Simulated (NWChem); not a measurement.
System: hydrogen fluoride (HF); SMILES F

Excerpt of the output:

```
             Northwest Computational Chemistry Package (NWChem) 7.3.0
             --------------------------------------------------------

                             Geometry "geometry" -> ""
                             -------------------------

 Output coordinates in angstroms (scale by  1.889725989 to convert to a.u.)

  No.       Tag          Charge          X              Y              Z
 ---- ---------------- ---------- -------------- -------------- --------------
    1 F                    9.0000     0.00000000     0.00000000     0.09317700
    2 H                    1.0000     0.00000000     0.00000000    -0.83911200

 Effective nuclear repulsion energy (a.u.)       5.1084966582

                              NWChem Property Module
                              ----------------------

                                 NWChem DFT Module
                                 -----------------

 Summary of "ao basis" -> "ao basis" (spherical)
 ------------------------------------------------------------------------------
       Tag                 Description            Shells   Functions and Types
 ---------------- ------------------------------  ------  ---------------------
 F                         def2-tzvpd               14       40   6s4p3d1f
 H                         def2-tzvpd                5        9   3s2p

            General Information
            -------------------
          SCF calculation type: DFT
          Wavefunction type:  closed shell.
          No. of atoms     :     2
          No. of electrons :    10
           Alpha electrons :     5
            Beta electrons :     5
          Charge           :     0
          Spin multiplicity:     1
          Use of symmetry is: off; symmetry adaption is: off
          Maximum number of iterations: 150
          AO basis - number of functions:    49
                     number of shells:    19
          Convergence on energy requested:  1.00D-06
          Convergence on density requested:  1.00D-05
          Convergence on gradient requested:  5.00D-04

              XC Information
              --------------
                     Hartree-Fock (Exact) Exchange  1.000
                   CAM-Becke88 Exchange Functional  1.000
                      VWN V Correlation Functional  0.190 local
              Lee-Yang-Parr Correlation Functional  0.810

           Range-Separation Parameters
           ---------------------------
           Alpha           :  0.19
           Beta            :  0.46
           Gamma           :  0.33
           Short-Range HF  :     F

             Grid Information
             ----------------
          Grid used for XC integration:  medium
          Radial quadrature: Mura-Knowles
          Angular quadrature: Lebedev.
          Tag              B.-S. Rad. Rad. Pts. Rad. Cut. Ang. Pts.
          ---              ---------- --------- --------- ---------
          F                   0.50       49           7.0       434
          H                   0.35       45           7.0       434
          Grid pruning is: on
          Number of quadrature shells:    94
          Spatial weights used:  Erf1

      Superposition of Atomic Density Guess
      -------------------------------------

 Sum of atomic energies:         -99.91806892

      Non-variational initial energy
      ------------------------------

 Total energy =     -99.886636
 1-e energy   =    -149.482515
 2-e energy   =      44.487382
 HOMO         =      -0.649020
 LUMO         =       0.053860

   convergence    iter        energy       DeltaE   RMS-Dens  Diis-err
 ---------------- ----- ----------------- --------- --------- ---------
 d= 0,ls=0.0,diis     1   -100.4326534825 -1.06D+02  8.77D-03  4.04D-01
 d= 0,ls=0.0,diis     2   -100.4414064145 -8.75D-03  3.68D-03  3.98D-01
 d= 0,ls=0.0,diis     3   -100.4676780936 -2.63D-02  5.75D-04  1.21D-02
 d= 0,ls=0.0,diis     4   -100.4684072795 -7.29D-04  6.53D-05  1.40D-04
 d= 0,ls=0.0,diis     5   -100.4684160028 -8.72D-06  1.35D-05  7.86D-07
 d= 0,ls=0.0,diis     6   -100.4684160987 -9.59D-08  2.45D-06  2.08D-08

         Total DFT energy =     -100.468416098680
      One electron energy =     -150.331209019203
           Coulomb energy =       55.547415790562
    Exchange-Corr. energy =      -10.793119528261
 Nuclear repulsion energy =        5.108496658222

 Numeric. integr. density =        9.999999689976

                       DFT Final Molecular Orbital Analysis
                       ------------------------------------

 Vector    3  Occ=2.000000D+00  E=-6.270199D-01
              MO Center= -1.0D-10,  3.1D-10,  1.8D-02, r^2= 6.0D-01
   Bfn.  Coefficient  Atom+Function         Bfn.  Coefficient  Atom+Function
  ----- ------------  ---------------      ----- ------------  ---------------
     9      0.430970  1 F  pz                12      0.335077  1 F  pz
    42     -0.210102  2 H  s                 41     -0.162361  2 H  s
    15      0.160298  1 F  pz                 5      0.156578  1 F  s
     4      0.147995  1 F  s                  3      0.108786  1 F  s
     2     -0.070431  1 F  s                 43     -0.060624  2 H  s

[...]

 DFT Linear Response polarizability / au
 Frequency  =       0.0000000 / au
              X              Y              Z
 -----------------------------------------------
 X       5.3232149      0.0000000     -0.0000000
 Y       0.0000000      5.3232149      0.0000000
 Z      -0.0000000      0.0000000      6.5998620
 -----------------------------------------------
 Eigenvalues =       5.3232149      5.3232148      6.5998620
 Isotropic   =       5.7487639
 Anisotropic =       1.2766472
 -----------------------------------------------

 Magnetic Dipole Response Matrix (nonzero elements):

 Exiting AOResponse driver routine
```

Level: CAM-B3LYP/def2-TZVPD. All runs use the structure optimised with PBE-D3(BJ)/def2-SVP.

Question: Write an input that gives this output.

Answer: One answer among several that fit: the input that was run:
```
start job
memory heap 200 mb stack 900 mb global 1100 mb
geometry units angstroms noautosym nocenter noautoz
  F      0.000000     0.000000     0.093177
  H      0.000000     0.000000    -0.839112
end
basis spherical
  F library def2-tzvpd
  H library def2-tzvpd
end
dft
  xc xcamb88 1.00 lyp 0.81 vwn_5 0.19 hfexch 1.00
  cam 0.33 cam_alpha 0.19 cam_beta 0.46
  iterations 150
end
property
  response 1 0.0
end
task dft property
```
